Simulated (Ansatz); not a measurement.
**AlSiH₃+ (doublet): wave-function methods side by side, cc-pVTZ**

One table from this session's results is given with a row withheld; the runs are named, their logs left out.

The runs use Ansatz 0.2.0, Gaussian basis; cc-pVTZ, core rule «outside noble gas», up to 10 orbitals frozen.

To be run: UHF; CCSD(T) on ROHF; CCSD(T) on UHF; BCCD(T) on ROHF; CCSDT(Q) on ROHF; CCSDT(Q) on UHF; CASSCF and NEVPT2, 9 electrons in 11 orbitals.

3 further runs of the same task are left out: 1 for a known fault of the program, 2 set aside as unsound or not needed.

### The system

The geometry is a PBE0/def2-TZVP stationary point (not a proven minimum) of the parent state, kept for this charge and spin.

5 atoms, charge 1, spin multiplicity 2.

Atoms are counted from 1 here; the program's logs count them from 0.

Bond lengths: Si1–Al2 2.589 Å, Si1–H3 1.498 Å, Si1–H4 1.498 Å, Si1–H5 1.498 Å. Angles: Al2–Si1–H3 112.9°, Al2–Si1–H4 112.9°, Al2–Si1–H5 112.9°, H3–Si1–H4 105.8°, H3–Si1–H5 105.8°, H4–Si1–H5 105.8°.

Geometry (Å):

```tsv
atom	x (Å)	y (Å)	z (Å)
Si1	-1.1719	0.0063	0.0220
Al2	1.4166	-0.0076	-0.0266
H3	-1.7486	1.3889	0.0076
H4	-1.7365	-0.6584	1.2401
H5	-1.7815	-0.7021	-1.1488
```

The first run:

Contents of in.yaml:

```yaml
crystal:
  periodic: [false, false, false]
  atoms:
    - {symbol: Si, position_ang: [-1.171874, 0.006317, 0.021992]}
    - {symbol: Al, position_ang: [1.416563, -0.007636, -0.026584]}
    - {symbol: H, position_ang: [-1.748562, 1.388936, 0.007564]}
    - {symbol: H, position_ang: [-1.736469, -0.658410, 1.240098]}
    - {symbol: H, position_ang: [-1.781536, -0.702136, -1.148828]}
basis:
  gaussian: {orbitals: cc-pVTZ}
total_charge: 1
magnetization: {spin_polarized: true, initial_magnetization: 1}
hamiltonian: {xc: hf}
output: {orbitals: {seedname: orbitals}}
```

On the command line:

```bash
$ ansatz run in.yaml --threads 1 --pin off --events-out ev --progress --plain --max-ram 2560MiB --backend cpu
```

Among the steps run: UHF; CCSD(T) on ROHF; CCSD(T) on UHF; BCCD(T) on ROHF; CCSDT(Q) on ROHF; CCSDT(Q) on UHF; CASSCF and NEVPT2, 9 electrons in 11 orbitals.

One of the session's tables, all rows but one given; the rest of the session is left out.

| method | from UCCSDT(Q) (kJ/mol) |
| --- | --- |
| ROHF | +531.3 |
| UHF | +514.8 |
| RMP2 | ? |
| UMP2 | +115.2 |
| RCCSD | +20.0 |
| UCCSD | +18.9 |
| RCCSD(T) | +3.8 |
| UCCSD(T) | +3.8 |
| BCCD(T) | +3.8 |
| RCCSDT | +0.8 |
| UCCSDT | +0.6 |
| RCCSDT(Q) | +0.1 |
| UCCSDT(Q) | 0 |
| CASSCF valence | +317.8 |
| NEVPT2 valence | +97.3 |

**Question.** Estimate the row for RMP2.

**Answer.** from UCCSDT(Q) (kJ/mol): +114.5. In the column «from UCCSDT(Q) (kJ/mol)» it lies between NEVPT2 valence (+97.3) and UMP2 (+115.2).

Caveats from the session: Restricted and unrestricted rows rest on different reference determinants; where their highest levels disagree by more than a few hundredths of an eV, they describe different states and don't form one ladder.
